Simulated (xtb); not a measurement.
xtb input (GFN2-xTB):

```bash
xtb mol.xyz --gfn 2 --sp --chrg -1 --uhf 0
```
mol.xyz:
```
3

C      0.04971801     0.58373572    -0.00114401
O      0.07409359    -0.58783396    -0.00094961
H     -0.89105678     1.20025732     0.01446098
```

Output:

```
           -------------------------------------------------
          |                Calculation Setup                |
           -------------------------------------------------

           -------------------------------------------------
          |                 G F N 2 - x T B                 |
           -------------------------------------------------

        Reference                      10.1021/acs.jctc.8b01176
      * Hamiltonian:
        H0-scaling (s, p, d)           1.850000    2.230000    2.230000
        zeta-weighting                 0.500000
      * Dispersion:
        s8                             2.700000
        a1                             0.520000
        a2                             5.000000
        s9                             5.000000
      * Repulsion:
        kExp                           1.500000    1.000000
        rExp                           1.000000
      * Coulomb:
        alpha                          2.000000
        third order                    shell-resolved
        anisotropic                    true
        a3                             3.000000
        a5                             4.000000
        cn-shift                       1.200000
        cn-exp                         4.000000
        max-rad                        5.000000

          ...................................................
          :                      SETUP                      :
          :.................................................:
          :  # basis functions                   9          :
          :  # atomic orbitals                   9          :
          :  # shells                            5          :
          :  # electrons                        12          :
          :  max. iterations                   250          :
          :  Hamiltonian                  GFN2-xTB          :
          :  restarted?                      false          :
          :  GBSA solvation                  false          :
          :  PC potential                    false          :
          :  electronic temp.          300.0000000     K    :
          :  accuracy                    1.0000000          :
          :  -> integral cutoff          0.2500000E+02      :
          :  -> integral neglect         0.1000000E-07      :
          :  -> SCF convergence          0.1000000E-05 Eh   :
          :  -> wf. convergence          0.1000000E-03 e    :
          :  Broyden damping             0.4000000          :
          :  net charge                         -1          :
          :  unpaired electrons                  0          :
          ...................................................

 iter      E             dE          RMSdq      gap      omega  full diag
   1     -6.7973986 -0.679740E+01  0.931E+00    2.05       0.0  T
   2     -6.8058672 -0.846865E-02  0.494E+00    1.96       1.0  T
   3     -6.8063662 -0.499005E-03  0.129E+00    1.90       1.0  T
   4     -6.8064241 -0.578143E-04  0.258E-01    1.89       1.0  T
   5     -6.8064415 -0.174625E-04  0.107E-01    1.90       1.0  T
   6     -6.8064191  0.223750E-04  0.126E-01    1.90       1.0  T
   7     -6.8064538 -0.346632E-04  0.587E-03    1.90       9.8  T
   8     -6.8064538 -0.156132E-07  0.261E-03    1.90      22.1  T
   9     -6.8064538 -0.118912E-07  0.264E-04    1.90     218.3  T
  10     -6.8064538 -0.493401E-10  0.194E-04    1.90     297.4  T

   *** convergence criteria satisfied after 10 iterations ***

         #    Occupation            Energy/Eh            Energy/eV
      -------------------------------------------------------------
         1        2.0000           -0.3852363             -10.4828
         2        2.0000           -0.2730003              -7.4287
         3        2.0000           -0.2093602              -5.6970
         4        2.0000           -0.1883986              -5.1266
         5        2.0000           -0.1563885              -4.2555
         6        2.0000            0.0347362               0.9452 (HOMO)
         7                          0.1046524               2.8477 (LUMO)
         8                          0.4668238              12.7029
         9                          1.0257480              27.9120
      -------------------------------------------------------------
                  HL-Gap            0.0699162 Eh            1.9025 eV
             Fermi-level            0.0696943 Eh            1.8965 eV

 SCC (total)                   0 d,  0 h,  0 min,  0.001 sec
 SCC setup                      ...        0 min,  0.000 sec (  5.551%)
 Dispersion                     ...        0 min,  0.000 sec (  1.852%)
 classical contributions        ...        0 min,  0.000 sec (  1.069%)
 integral evaluation            ...        0 min,  0.000 sec ( 10.765%)
 iterations                     ...        0 min,  0.001 sec ( 59.358%)
 molecular gradient             ...        0 min,  0.000 sec ( 14.643%)
 printout                       ...        0 min,  0.000 sec (  6.382%)

         :::::::::::::::::::::::::::::::::::::::::::::::::::::
         ::                     SUMMARY                     ::
         :::::::::::::::::::::::::::::::::::::::::::::::::::::
         :: total energy              -6.744615839015 Eh    ::
         :: gradient norm              0.281137558334 Eh/a0 ::
         :: HOMO-LUMO gap              1.902517485483 eV    ::
         ::.................................................::
         :: SCC energy                -6.806453833566 Eh    ::
         :: -> isotropic ES            0.192784771440 Eh    ::
         :: -> anisotropic ES         -0.004453931062 Eh    ::
         :: -> anisotropic XC         -0.000515356834 Eh    ::
         :: -> dispersion             -0.000992479730 Eh    ::
         :: repulsion energy           0.061837994551 Eh    ::
         :: add. restraining           0.000000000000 Eh    ::
         :: total charge              -1.000000000000 e     ::
         :::::::::::::::::::::::::::::::::::::::::::::::::::::

           -------------------------------------------------
          |                Property Printout                |
           -------------------------------------------------

    * Orbital Energies and Occupations

         #    Occupation            Energy/Eh            Energy/eV
      -------------------------------------------------------------
         1        2.0000           -0.3852363             -10.4828
         2        2.0000           -0.2730003              -7.4287
         3        2.0000           -0.2093602              -5.6970
         4        2.0000           -0.1883986              -5.1266
         5        2.0000           -0.1563885              -4.2555
         6        2.0000            0.0347362               0.9452 (HOMO)
         7                          0.1046524               2.8477 (LUMO)
         8                          0.4668238              12.7029
         9                          1.0257480              27.9120
      -------------------------------------------------------------
                  HL-Gap            0.0699162 Eh            1.9025 eV
             Fermi-level            0.0696943 Eh            1.8965 eV

     #   Z          covCN         q      C6AA      α(0)
     1   6 C        1.774    -0.141    35.226     9.595
     2   8 O        0.856    -0.589    25.862     6.818
     3   1 H        0.919    -0.270    17.957     6.628

 Mol. C6AA /au·bohr⁶  :        230.947133
 Mol. C8AA /au·bohr⁸  :       4791.896957
 Mol. α(0) /au        :         23.040636

Wiberg/Mayer (AO) data.
largest (>0.10) Wiberg bond orders for each atom

 ---------------------------------------------------------------------------
     #   Z sym  total        # sym  WBO       # sym  WBO       # sym  WBO
Note: The following floating-point exceptions are signalling: IEEE_DENORMAL
normal termination of xtb
 ---------------------------------------------------------------------------
     1   6 C    2.713 --     2 O    1.842     3 H    0.871
     2   8 O    1.898 --     1 C    1.842
     3   1 H    0.927 --     1 C    0.871
 ---------------------------------------------------------------------------

Topologies differ in total number of bonds
Writing topology from bond orders to xtbtopo.mol

molecular dipole:
                 x           y           z       tot (Debye)
 q only:        0.359      -0.113      -0.006
   full:       -0.175      -0.253       0.003       0.782
molecular quadrupole (traceless):
                xx          xy          yy          xz          yz          zz
 q only:        0.366       1.662      -1.898       0.019      -0.026       1.533
  q+dip:        0.906       0.525      -2.891       0.018      -0.006       1.985
   full:        0.304       0.270      -3.209       0.044      -0.001       2.904

           -------------------------------------------------
          | TOTAL ENERGY               -6.744615839015 Eh   |
          | GRADIENT NORM               0.281137558334 Eh/α |
          | HOMO-LUMO GAP               1.902517485483 eV   |
           -------------------------------------------------

------------------------------------------------------------------------
------------------------------------------------------------------------
 total:
 SCF:
```

This state (charge -1, singlet) is run at the relaxed geometry of the species with charge 0 and multiplicity 2.
